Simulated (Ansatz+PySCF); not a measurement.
A calculation with PySCF 2.14.0.

```python
from pyscf import gto, scf, mp

# the (T+d) and (D+d) sets load through basis_set_exchange
mol = gto.M(atom="""
C -0.049780 0.000000 -0.156090
Cl -0.054800 0.000000 1.605860
H -0.470360 -0.936070 -0.526010
H 1.045290 0.000000 -0.397760
H -0.470360 0.936070 -0.526010
""", basis={'C': 'cc-pvtz', 'Cl': 'cc-pv(t+d)z', 'H': 'cc-pvtz'}, charge=1, spin=1)
mf = scf.UHF(mol)
mf.kernel()
pt = mp.MP2(mf, frozen=6).run()
print(mf.e_tot, pt.e_corr, pt.e_tot)
```

The script is written out from the run's settings.

The run gave:

```json
{
 "Converged": "yes",
 "Reference energy": "-498.77106 hartree",
 "Correlation energy": "-0.33267 hartree",
 "Total energy": "-499.10372 hartree",
 "Spin squared of the determinant": "0.763"
}
```

Caution: MP2 on this radical cation hangs on the determinant chosen.
